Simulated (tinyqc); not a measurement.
Worked calculation: CCSD on RHF in the sto-6g basis, frozen core, for OH-, spin multiplicity 1. The basis has no diffuse functions, so it cannot describe the extra electron: this is an exercise in the method, not the real anion. One step of it, computed by the program tinyqc.

Task: Iteration 1: building the Fock matrix. J_ij = sum D_kl (ij|kl), K_ij = sum D_kl (ik|jl); F = H + J - 0.5 K; E = tr D H + tr D J / 2 - 0.25 tr D K + E_nn.

D at the start, order 1O 1s, 1O 2s, 1O 2px, 1O 2py, 1O 2pz, 2H 1s:
```
[[2.381144, -0.540922, 0.000000, 0.000000, 0.015195, -0.018299],
 [-0.540922, 2.350125, 0.000000, 0.000000, -0.088655, 0.059649],
 [0.000000, 0.000000, 1.455544, 0.000000, 0.000000, 0.000000],
 [0.000000, 0.000000, 0.000000, 1.455544, 0.000000, 0.000000],
 [0.015195, -0.088655, 0.000000, 0.000000, 1.333276, 0.133923],
 [-0.018299, 0.059649, 0.000000, 0.000000, 0.133923, 1.116193]]
```

core Hamiltonian H = T + V (hartree), order 1O 1s, 1O 2s, 1O 2px, 1O 2py, 1O 2pz, 2H 1s:
```
[[-32.477789, -7.173666, 0.000000, 0.000000, -0.016059, -1.690464],
 [-7.173666, -8.697505, 0.000000, 0.000000, -0.179385, -3.454492],
 [0.000000, 0.000000, -6.967607, 0.000000, 0.000000, 0.000000],
 [0.000000, 0.000000, 0.000000, -6.967607, 0.000000, 0.000000],
 [-0.016059, -0.179385, 0.000000, 0.000000, -7.090022, -2.424972],
 [-1.690464, -3.454492, 0.000000, 0.000000, -2.424972, -4.691353]]
```

Two-electron integrals (ij|kl) in chemists' order, unique and non-zero (hartree):
```
(11|11) 4.787491   (21|11) 0.675884   (21|21) 0.121505   (22|11) 1.117379
(22|21) 0.249212   (22|22) 0.817383   (31|31) 0.025762   (32|31) 0.039145
(32|32) 0.180664   (33|11) 1.117381   (33|21) 0.249212   (33|22) 0.817382
(33|33) 0.880663   (41|41) 0.025762   (42|41) 0.039145   (42|42) 0.180664
(43|43) 0.047461   (44|11) 1.117381   (44|21) 0.249212   (44|22) 0.817382
(44|33) 0.785741   (44|44) 0.880663   (51|51) 0.025762   (52|51) 0.039145
(52|52) 0.180664   (53|53) 0.047461   (54|54) 0.047461   (55|11) 1.117381
(55|21) 0.249212   (55|22) 0.817382   (55|33) 0.785741   (55|44) 0.785741
(55|55) 0.880663   (61|11) 0.168796   (61|21) 0.029074   (61|22) 0.058292
(61|33) 0.058166   (61|44) 0.058166   (61|51) 0.001418   (61|52) 0.002765
(61|55) 0.058545   (61|61) 0.007092   (62|11) 0.396205   (62|21) 0.089534
(62|22) 0.323392   (62|33) 0.318127   (62|44) 0.318127   (62|51) 0.007137
(62|52) 0.051836   (62|55) 0.333922   (62|61) 0.021518   (62|62) 0.156758
(63|31) 0.010128   (63|32) 0.056401   (63|53) 0.010784   (63|63) 0.022635
(64|41) 0.010128   (64|42) 0.056401   (64|54) 0.010784   (64|64) 0.022635
(65|11) 0.279300   (65|21) 0.064033   (65|22) 0.246706   (65|33) 0.235475
(65|44) 0.235475   (65|51) 0.014656   (65|52) 0.094119   (65|55) 0.269167
(65|61) 0.016124   (65|62) 0.145439   (65|65) 0.156259   (66|11) 0.526827
(66|21) 0.121256   (66|22) 0.499294   (66|33) 0.479149   (66|44) 0.479149
(66|51) 0.012993   (66|52) 0.127357   (66|55) 0.539584   (66|61) 0.029476
(66|62) 0.301158   (66|65) 0.319387   (66|66) 0.774999
```

nuclear repulsion = 4.37336538 hartree

Give: Coulomb J; exchange K; Fock matrix F; total energy of this density.

Result:

Coulomb J (hartree), order 1O 1s, 1O 2s, 1O 2px, 1O 2py, 1O 2pz, 2H 1s:
```
[[18.741, 3.283, 0.000, 0.000, 0.013, 0.794],
 [3.283, 8.441, 0.000, 0.000, 0.143, 3.362],
 [0.000, 0.000, 8.419, 0.000, 0.000, 0.000],
 [0.000, 0.000, 0.000, 8.419, 0.000, 0.000],
 [0.013, 0.143, 0.000, 0.000, 8.486, 2.619],
 [0.794, 3.362, 0.000, 0.000, 2.619, 5.374]]
```

exchange K (hartree), order 1O 1s, 1O 2s, 1O 2px, 1O 2py, 1O 2pz, 2H 1s:
```
[[11.069, 1.717, 0.000, 0.000, 0.018, 0.465],
 [1.717, 2.932, 0.000, 0.000, 0.152, 1.423],
 [0.000, 0.000, 1.892, 0.000, 0.000, 0.000],
 [0.000, 0.000, 0.000, 1.892, 0.000, 0.000],
 [0.018, 0.152, 0.000, 0.000, 2.013, 0.939],
 [0.465, 1.423, 0.000, 0.000, 0.939, 1.596]]
```

Fock matrix F (hartree), order 1O 1s, 1O 2s, 1O 2px, 1O 2py, 1O 2pz, 2H 1s:
```
[[-19.271, -4.749, 0.000, 0.000, -0.012, -1.129],
 [-4.749, -1.722, 0.000, 0.000, -0.113, -0.804],
 [0.000, 0.000, 0.505, 0.000, 0.000, 0.000],
 [0.000, 0.000, 0.000, 0.505, 0.000, 0.000],
 [-0.012, -0.113, 0.000, 0.000, 0.389, -0.276],
 [-1.129, -0.804, 0.000, 0.000, -0.276, -0.115]]
```

total energy of this density = -80.12713 hartree

This density is the starting one; it is not idempotent, so its energy is not variational and may lie below the converged one.
